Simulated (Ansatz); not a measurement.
A relaxed structure of Ir. Space group Fm-3m (No. 225), fcc (Cu type). Level of theory: PBE (plane waves to 420 eV, PAW, scalar-relativistic; Ansatz, an electronic-structure program).

```cif
data_Ir
_chemical_formula_sum 'Ir1'
_space_group_name_H-M_alt 'P 1'
_space_group_IT_number 1
_cell_length_a 2.73715
_cell_length_b 2.73715
_cell_length_c 2.73715
_cell_angle_alpha 60.000
_cell_angle_beta 60.000
_cell_angle_gamma 60.000
loop_
_space_group_symop_operation_xyz
  'x, y, z'
loop_
_atom_site_label
_atom_site_type_symbol
_atom_site_fract_x
_atom_site_fract_y
_atom_site_fract_z
_atom_site_occupancy
Ir1 Ir 0.50000 0.50000 0.50000 1
```

| Item | Result |
|---|---|
| Volume per atom | 14.50 Å³ |
| Band gap | no gap (metallic) |
| Shortest distances | Ir–Ir 2.74 Å |
| k-mesh | 21×21×21 |

No spin polarisation in the result.

Measured for Ir: a 3.831 Å (static lattice; corrected from measurement; as listed in Daniel Mejia-Rodriguez, S. B. Trickey, Phys. Rev. B (2018)). Computed minus measured — a: PBE +1.0 %. The computed values are for a static lattice.

The run could not lose the symmetry of its start.

It was reached from a disturbed copy of a I4/mmm (No. 139) cell (AFLOW prototype A_tI2_139_a (A_a)), against which it lies -0.33 eV/atom.
